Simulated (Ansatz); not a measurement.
System: pyrite RuS₂. Method: PBE in Ansatz (PAW).

Settings: plane-wave cutoff 520 eV, 6×6×6 k mesh, no spin polarisation, scalar-relativistic PAW data made under PBE.

Computed at the level's own relaxed cell.

```xyz
12
Lattice="5.6488 0.0000 0.0000 0.0000 5.6488 0.0000 0.0000 0.0000 5.6488" Properties=species:S:1:pos:R:3 pbc="T T T"
Ru     0.0000     2.8244     2.8244
Ru     2.8244     0.0000     2.8244
Ru     0.0000     0.0000     0.0000
Ru     2.8244     2.8244     0.0000
S      3.4646     5.0086     0.6402
S      0.6402     3.4646     5.0086
S      3.4646     3.4646     3.4646
S      2.1842     2.1842     2.1842
S      5.0086     0.6402     3.4646
S      5.0086     2.1842     0.6402
S      0.6402     5.0086     2.1842
S      2.1842     0.6402     5.0086
```

**Question.** Give the elastic tensor (Voigt notation, GPa, ions relaxed, in the Cartesian axes of the cell as printed).

**Answer.** 
```
  402.8    58.4    58.4     0.0     0.0     0.0
   58.4   402.8    58.4     0.0     0.0     0.0
   58.4    58.4   402.8     0.0     0.0     0.0
    0.0     0.0     0.0    96.9     0.0     0.0
    0.0     0.0     0.0     0.0    96.9     0.0
    0.0     0.0     0.0     0.0     0.0    96.9
```

Static lattice: no zero-point or thermal effects.

Ansatz is a quantum-chemistry and plane-wave program.
